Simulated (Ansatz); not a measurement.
**The cluster WS₂+ (doublet): reading failed and doubtful runs**

Aim: try 3 inputs for the cluster WS₂+ (doublet) as typed, read how each ends, and find what has to change.

The runs use Ansatz 0.2.0, Gaussian basis; the settings change from run to run.

**1. The relaxed structure**

An earlier PBE-D4 in a triple-zeta def2 set relaxation fixed the geometry. W takes a core potential in def2 sets; no spin-orbit term is included.

3 atoms, charge 1, spin multiplicity 2.

Atoms are counted from 1 here; the program's logs count them from 0.

Bond lengths: W1–S2 2.094 Å, W1–S3 2.094 Å. Angles: S2–W1–S3 104.6°.

As a file:

```xyz
3
charge 1, multiplicity 2
W    -0.4037   -0.7529    0.0014
S     1.6611   -0.4061   -0.0505
S    -1.2574    1.1590    0.0492
```

**2. Input 1**

in.yaml reads:

```yaml
crystal:
  periodic: [false, false, false]
  atoms:
    - {symbol: W, position_ang: [-0.403706, -0.752909, 0.001372]}
    - {symbol: S, position_ang: [1.661119, -0.406088, -0.050528]}
    - {symbol: S, position_ang: [-1.257414, 1.158997, 0.049157]}
basis:
  gaussian: {orbitals: def2-SVP, fitting: {mean_field: cc-pVTZ-jkfit}}
total_charge: 2
hamiltonian: {xc: {name: BHLYP}, pseudopotentials: {relativity: none}}
scf: {omitted_lower_state_checks: [starts]}
```

The run is started by

```
$ ansatz run in.yaml --threads 4 --pin off --events-out ev --progress --plain --max-ram 3916MiB
```

What it wrote:

```text
Functional definition: BHLYP
  name "BHLYP"
  cite "Becke, J. Chem. Phys. 98, 1372 (1993) doi:10.1063/1.464304"
  cite "Becke, Phys. Rev. A 38, 3098 (1988) doi:10.1103/PhysRevA.38.3098"
  cite "Lee, Yang & Parr, Phys. Rev. B 37, 785 (1988) doi:10.1103/PhysRevB.37.785"
  parameter a = 0.5
  exchange = (1 - a)*b88_x + a*exact_x
  correlation = lyp_c
these checks for a lower state are left out or cut short: starts
Error: <dir> the basis set cc-pVTZ-JKFIT has no functions for W
```

Wall time 0.05 s (4 threads of Arm Neoverse V2, shared host).

What is wrong: Refused before any calculation. The fitting set named has no entry for an element of this molecule. Cure: leave the fitting key out, or name a set that covers all elements and suits the basis. The input also asks for charge 2 and multiplicity 1, not those of the species named; set them back first.

**3. Input 2**

in.yaml reads:

```yaml
crystal:
  periodic: [false, false, false]
  atoms:
    - {symbol: W, position_ang: [-0.403706, -0.752909, 0.001372]}
    - {symbol: S, position_ang: [1.661119, -0.406088, -0.050528]}
    - {symbol: S, position_ang: [-1.257414, 1.158997, 0.049157]}
basis:
  gaussian: {orbitals: def2-SVPD}
total_charge: -2
magnetization: {spin_polarized: true, initial_magnetization: 0}
hamiltonian: {xc: {name: PBEsol}, dispersion: d4, pseudopotentials: {relativity: scalar}}
scf: {omitted_lower_state_checks: [starts]}
output: {forces: true}
```

Same command.

What it wrote:

```text
Functional definition: PBEsol
  name "PBEsol"
  cite "Perdew et al., Phys. Rev. Lett. 100, 136406 (2008) doi:10.1103/PhysRevLett.100.136406"
  cite "Perdew, Burke & Ernzerhof, Phys. Rev. Lett. 77, 3865 (1996) doi:10.1103/PhysRevLett.77.3865"
  parent pbesol
  exchange = pbesol_x
  correlation = pbesol_c
these checks for a lower state are left out or cut short: starts
856 factors; their error is unknown
mean field evaluation 1: about -23464.5066 eV, gradient 5.8e1 eV
mean field evaluation 2: about -23267.9980 eV, gradient 1.8e2 eV
mean field evaluation 4: about -23481.6880 eV, gradient 5.1e1 eV
mean field evaluation 8: about -23495.2920 eV, gradient 3.9e0 eV
mean field evaluation 16: about -23495.6891 eV, gradient 1.8e0 eV
mean field evaluation 32: about -23495.7627 eV, gradient 1.4e-1 eV
mean field -23495.76295007 eV, -863.4533624148 hartree, gradient 1.7e-9 eV, S^2 1.005034; 0 other end points of the search recorded, 0 dependent functions left out
the calculation of the forces begins
reference -23495.76297789 eV, -863.4533634373 hartree; 24, 24 occupied and 65, 65 virtual orbitals, 856 factors
Total energy: -23495.80690251 eV, -863.4549776375 hartree
Relativity: scalar
Atom 0 at    -0.403706    -0.752909     0.001372 Å, force    -1.012631    -1.888550     0.003441 eV/Å
Atom 1 at     1.661119    -0.406088    -0.050528 Å, force     2.841592    -0.308034    -0.081484 eV/Å
Atom 2 at    -1.257414     1.158997     0.049157 Å, force    -1.828960     2.196584     0.078043 eV/Å
Dipole moment:     0.092795     0.173062    -0.000315 e Å
Checks for a lower state left out: starts
```

Run time: 5.5 s. Hardware: 4 threads of Arm Neoverse V2, shared host.

What is wrong: The run converged, but a converged run isn't a right one. The charge is far from anything that the molecule holds. The typed spin has to follow the charge. It asks for charge -2; the species has +1. Its energy belongs to another ion. To mend it, type the charge that the molecule really has.

**4. Input 3**

in.yaml reads:

```yaml
crystal:
  periodic: [false, false, false]
  atoms:
    - {symbol: W, position_ang: [-0.762894, -1.422793, 0.002592]}
    - {symbol: S, position_ang: [3.139062, -0.767395, -0.095485]}
    - {symbol: S, position_ang: [-2.376168, 2.190188, 0.092893]}
basis:
  gaussian: {orbitals: def2-SVP}
total_charge: 1
magnetization: {spin_polarized: true, initial_magnetization: 1}
hamiltonian: {xc: {name: B3LYP5}}
scf: {omitted_lower_state_checks: [starts]}
```

Same command.

What it wrote:

```text
Functional definition: B3LYP5
  name "B3LYP5"
  cite "Stephens, Devlin, Chabalowski & Frisch, J. Phys. Chem. 98, 11623 (1994) doi:10.1021/j100096a001"
  cite "Becke, Phys. Rev. A 38, 3098 (1988) doi:10.1103/PhysRevA.38.3098"
  cite "Lee, Yang & Parr, Phys. Rev. B 37, 785 (1988) doi:10.1103/PhysRevB.37.785"
  cite "Vosko, Wilk & Nusair, Can. J. Phys. 58, 1200 (1980) doi:10.1139/p80-159"
  parameter a0 = 0.2
  parameter ax = 0.72
  parameter ac = 0.81
  exchange = (1 - a0 - ax)*slater_x + ax*b88_x + a0*exact_x
  correlation = (1 - ac)*vwn5_c + ac*lyp_c
these checks for a lower state are left out or cut short: starts
633 factors; integrals over basis functions are off by at most 3.4e-4 eV
mean field evaluation 1: about -23369.5203 eV, gradient 6.8e1 eV
mean field evaluation 2: about -22534.0432 eV, gradient 2.0e2 eV
mean field evaluation 4: about -23093.6995 eV, gradient 1.4e2 eV
mean field evaluation 8: about -23463.4983 eV, gradient 3.0e0 eV
mean field evaluation 16: about -23467.9545 eV, gradient 4.1e-1 eV
mean field evaluation 32: about -23468.1379 eV, gradient 3.1e-2 eV
mean field -23468.13790456 eV, -862.4381607175 hartree, gradient 4.1e-6 eV, S^2 4.667291; 0 other end points of the search recorded, 0 dependent functions left out
reference -23468.13813783 eV, -862.4381692897 hartree; 23, 22 occupied and 45, 46 virtual orbitals, 633 factors
Total energy: -23468.13813783 eV, -862.4381692897 hartree
Checks for a lower state left out: starts
```

It took 7 s on 4 threads of Arm Neoverse V2, shared host.

Diagnosis: The run converged, but a converged run isn't a right one. The coordinates are in bohr but typed as ångström. The shortest distance is 3.96 Å (W1–S2), against 2.09 Å in the relaxed molecule. Its energy is no property of the relaxed molecule. To mend it, take the coordinates from the file in ångström.

**5. How the tries ended**

| input | level | ended | cause | time |
| --- | --- | --- | --- | --- |
| 1 | BHLYP/def2-SVP | refused | the fitting set named has no entry for an element of this molecule | 0.05 s |
| 2 | PBEsol/def2-SVPD | converged | the charge is far from anything that the molecule holds | 5.5 s |
| 3 | B3LYP5/def2-SVP | converged | the coordinates are in bohr but typed as ångström | 7 s |

1 refused, 2 converged. A refusal costs next to no computing time. The dangerous case is the input that converges on a wrong geometry, charge, spin, basis or grid: often only a look at the input shows it.

A small anion of this charge may not be bound in the gas phase; the finite basis can hold electrons that would leave.
